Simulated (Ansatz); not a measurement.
Structure relaxation of Li2H

Theory: DFT PBE, scalar-relativistic, plane waves, PAW in Ansatz. Cutoff 420 eV, Γ-centred k mesh, Gaussian smearing, no spin polarisation in the final step.

The start is a random cell of Li2H with space group Fdd2 (No. 43), drawn with lower limits on the distances.

```
Li H
1.0
     0.00000    3.53127    3.16169
     3.50432    0.00000    3.16169
     3.50432    3.53127    0.00000
Li H
4 2
Direct
  0.74647 0.25353 0.27370
  0.25353 0.74647 0.72630
  0.97630 0.52370 0.50353
  0.52370 0.97630 0.99647
  0.66667 0.66667 0.33333
  0.91667 0.91667 0.58333
```

Cell and atoms relax at zero pressure; the relaxation can't lower the symmetry of the start. After a coarse first stage the cell is made exact in the group found at 0.06 Å.

Formation energies are uncorrected and refer to the elements' standard structures at the same level (H₂ as a molecule).

**Question.** Which crystal results?

**Answer.** It ends in I4_1/amd (No. 141). The result has the anatase structure. Conventional cell: a = 4.104 Å, c = 8.304 Å. Li has 1 H at 1.88 Å and 2 H at 2.06 Å; around H lie 2 Li at 1.88 Å and 4 Li at 2.06 Å.

Space group I4_1/amd:1 (No. 141). a = 4.104 Å, b = 4.104 Å, c = 8.304 Å, α = 90.00°, β = 90.00°, γ = 90.00°
| atom | site | symmetry | x | y | z |
| --- | --- | --- | --- | --- | --- |
| Li | 8e | 2mm. | 0.0000 | 0.0000 | 0.2740 |
| H | 4b | -4m2 | 0.5000 | 0.0000 | 0.2500 |

**Question.** What are its volume, energy, density and gap?

**Answer.** The volume per atom is 11.66 Å³ and the density is 0.71 g/cm³. The energy over the elements is -0.23 eV/atom. The gap on the 12×12×12 mesh is 0 eV (a metal).

The final run used a 12×12×12 mesh on its 6-atom cell and 0.10 eV smearing. For metals, differences of a few meV/atom aren't resolved. A structure relaxed within its symmetry needn't be a true minimum.

Cost: 3 runs of about 0.98 core-minutes in all, on AMD EPYC 7B13 (Zen 3) (shared hosts).